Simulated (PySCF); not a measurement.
**BF2 (SMILES F[B]F): UCCSD(T)/STO-3G**

Aim: the energy change on altering one bond length of BF2 at UCCSD(T)/STO-3G, from 2 runs. Input form: a Python script.

The results are computed with PySCF 2.14.0.

13 further runs of the same task are left out: 4 that didn't finish, 9 set aside as unsound or not needed.

### Step 1. The system as given

The species is BF2 (3 atoms), meant as a doublet with charge 0. As SMILES, `F[B]F`. The shape is that of a PBE0-D4/def2-TZVP optimisation.

Bond lengths: F1–B2 1.306 Å, B2–F3 1.306 Å. Angles: F1–B2–F3 121.1°.

### Step 2. A single-point energy at UCCSD(T)/STO-3G

File input.py:

```python
from pyscf import gto, cc

mol = gto.Mole()
mol.atom = '''
F      0.513100    -1.044300     0.160000
B      0.279000     0.240500     0.181300
F     -0.802900     0.738900    -0.354600
'''
mol.spin = 1
mol.max_memory = 1860
mol.verbose = 3
mol.basis = 'sto-3g'
mol.build()

myscf = mol.UHF()
myscf.conv_tol = 1e-10
myscf.kernel()
if not myscf.converged:
    myscf = myscf.newton().run(myscf.mo_coeff, myscf.mo_occ)

mycc = cc.CCSD(myscf, frozen=3)
mycc.kernel()
e_t = mycc.ccsd_t()
etot = mycc.e_tot + e_t
print('E = %.10f Eh' % etot)
```

Command:

```console
$ OMP_NUM_THREADS=1 python input.py
```

Standard output:

```text
converged SCF energy = -220.478439226012  <S^2> = 0.75357575  2S+1 = 2.0035726
E(UCCSD) = -220.5609857033408  E_corr = -0.08254647732852748
UCCSD(T) correction = -0.00776890961272618
E = -220.5687546130 Eh
```

It took 0.64 s on 1 thread of Arm Neoverse V2, shared host; peak memory 0.12 GiB.

### Step 3. The distorted shape, same level

File input.py:

```python
from pyscf import gto, scf, cc

system = gto.M(
    atom='F 0.700375 -2.072112 0.142960; B 0.279000 0.240500 0.181300; F -0.802900 0.738900 -0.354600',
    charge=0,
    verbose=3,
    max_memory=1860,
    spin=1,
    basis='sto-3g',
)

mf = scf.UHF(system)
mf.conv_tol = 1e-10
mf.kernel()
if not mf.converged:
    mf = mf.newton().run(mf.mo_coeff, mf.mo_occ)

mycc = cc.CCSD(mf, frozen=3)
mycc.kernel()
e_t = mycc.ccsd_t()
energy = mycc.e_tot + e_t
print('E = %.10f Eh' % energy)
```

Command:

```console
$ OMP_NUM_THREADS=1 python input.py
```

Standard output:

```text
converged SCF energy = -220.340523143195  <S^2> = 0.88864449  2S+1 = 2.1341457
E(UCCSD) = -220.4189201308849  E_corr = -0.07839698769038694
UCCSD(T) correction = -0.00728172715224089
E = -220.4262018580 Eh
```

Wall time 0.8 s (1 thread of Arm Neoverse V2, shared host); peak memory 0.1 GiB.

### Step 4. Results

Level: UCCSD(T)/STO-3G, 3 core orbitals frozen.

| quantity | value |
| --- | --- |
| first shape: total energy | -220.56875 Eh |
| first shape: dipole moment (Hartree–Fock density) | 0.46 D |
| first shape: HOMO energy (Hartree–Fock orbitals) (highest over α and β) | -7.53 eV |
| first shape: LUMO energy (Hartree–Fock orbitals) (lowest over α and β) | 8.09 eV |
| first shape: correlation energy (3 core orbitals frozen) | -90.3 mEh |
| first shape: (T) correction | -7.77 mEh |
| first shape: ⟨S²⟩ of the reference determinant | 0.754 |
| first shape: T1 diagnostic | 0.019 |
| distorted shape: total energy | -220.42620 Eh |
| distorted shape: dipole moment (Hartree–Fock density) | 0.82 D |
| distorted shape: HOMO energy (Hartree–Fock orbitals) (highest over α and β) | -7.92 eV |
| distorted shape: LUMO energy (Hartree–Fock orbitals) (lowest over α and β) | 8.06 eV |
| distorted shape: correlation energy (3 core orbitals frozen) | -85.7 mEh |
| distorted shape: (T) correction | -7.28 mEh |
| distorted shape: ⟨S²⟩ of the reference determinant | 0.889 |
| distorted shape: T1 diagnostic | 0.034 |
| energy change with the F1–B2 bond stretched from 1.306 to 2.351 Å | 3.879 eV |

With the F1–B2 bond stretched from 1.306 to 2.351 Å the energy rises by 3.88 eV (374 kJ/mol). The first shape isn't relaxed at this level, so the change isn't measured from a minimum. The minimal basis adds a large error of its own. The triples (first shape) make up 8.6 % of the correlation energy. ⟨S²⟩ (distorted shape) is 0.89 where a pure doublet has 0.75: the reference is spin-contaminated. The triples (distorted shape) make up 8.5 % of the correlation energy.
